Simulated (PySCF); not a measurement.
## Name the molecule from its bond curve

A diatomic of charge 0 contains Si. Its doublet curve at r²SCAN in a double-zeta basis (no relativity, PySCF), in eV from the separated fragments:

```tsv
R (Å)	E (eV)
1.352	-2.557
1.415	-3.530
1.478	-4.080
1.525	-4.282
1.572	-4.349
1.619	-4.310
1.682	-4.137
1.761	-3.792
1.855	-3.287
1.981	-2.605
```

The fit gives ωe = 1160 cm⁻¹ and the rotational constant Bₑ = 0.7271 cm⁻¹.

Which atom is the partner?

The minimum lies at 1.576 Å, so the reduced mass is 16.8576 u Å² cm⁻¹/(Bₑ·Re²) = 9.334 u. With Si at 27.98 u the partner weighs about 14.0 u: N. The molecule is SiN.

The state was picked by a PBE0 search and need not be the measured ground state.
